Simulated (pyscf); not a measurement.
## Four-centre exchange: H₂As–AsH₂ (SMILES [AsH2][AsH2]) + H₂ (SMILES [H][H]) → AsH₃ (SMILES [AsH3]) + AsH₃ (SMILES [AsH3])

Gas phase, singlet surface, charge 0. Bonds broken: As1–As2, H7–H8. Bonds formed: As1–H7, As2–H8. PySCF, gas phase, ωB97X-D3(BJ)/def2-SVP geometries.

Transition state (Å):

```xyz
8

As    -0.1137    -1.9607     0.8705
As     0.8365     0.6508     0.0484
H     -1.1020    -2.1323     2.0251
H     -1.2391    -1.8516    -0.1438
H      1.9997     1.4675    -0.6018
H      1.6551     0.4354     1.3040
H     -0.6177    -0.2119     1.5556
H     -0.4946     0.6864     1.3739
```

One imaginary mode, 1252i cm⁻¹; descent along it reached the two sides named.

| bond | change | reactant side (Å) | saddle | product side |
|---|---|---|---|---|
| As1–As2 | breaks | 2.425 | 2.9 | 3.5 |
| H7–H8 | breaks | 0.761 | 0.925 | 3.5 |
| As1–H7 | forms | 4.1 | 1.945 | 1.518 |
| As2–H8 | forms | 3.1 | 1.879 | 1.518 |

Electronic energies relative to the separated reactants (kJ/mol):

```
level                   barrier  reaction energy  reverse barrier
----------------------  -------  ---------------  ---------------
ωB97X-D3(BJ)/def2-TZVP    289.6            +26.0            263.6
PBE/def2-TZVP             221.1            +14.1            207.0
r²SCAN/def2-TZVP          244.1            +13.4            230.7
B3LYP-D3(BJ)/def2-TZVP    246.9            +14.5            232.5
PBE0-D3(BJ)/def2-TZVP     247.1            +14.1            232.9
M06-2X/def2-TZVP          274.2            +19.4            254.8
ωB97M-D3(BJ)/def2-TZVP    271.1             +4.5            266.6
HF/def2-TZVP              353.9            -13.5            367.4
```

With ωB97M-D3(BJ)/def2-TZVP energies and thermal terms (ideal gas, 1 atm, RRHO with modes under 100 cm⁻¹ raised to 100, one conformer, R ln 2 for chiral ones without a mode under 150 cm⁻¹), in kJ/mol:

```tsv
T (K)	ΔH‡	ΔG‡	ΔH	ΔG
298	269.1	301.4	+8.4	+2.9
600	265.9	335.7	+2.8	-0.4
900	265.8	370.8	-1.0	-1.1
1200	267.1	405.6	-3.4	-0.8
```

The same reactants have a lower exit, to AsH₂• + AsH₂• + H₂ (no saddle counted: cutting one bond costs +208.3 kJ/mol at ωB97M-D3(BJ)/def2-TZVP, against +271.1 kJ/mol here). This is the saddle that the search found; another between the same sides may lie lower. Elements up to Kr have no core potential and no relativistic terms here.
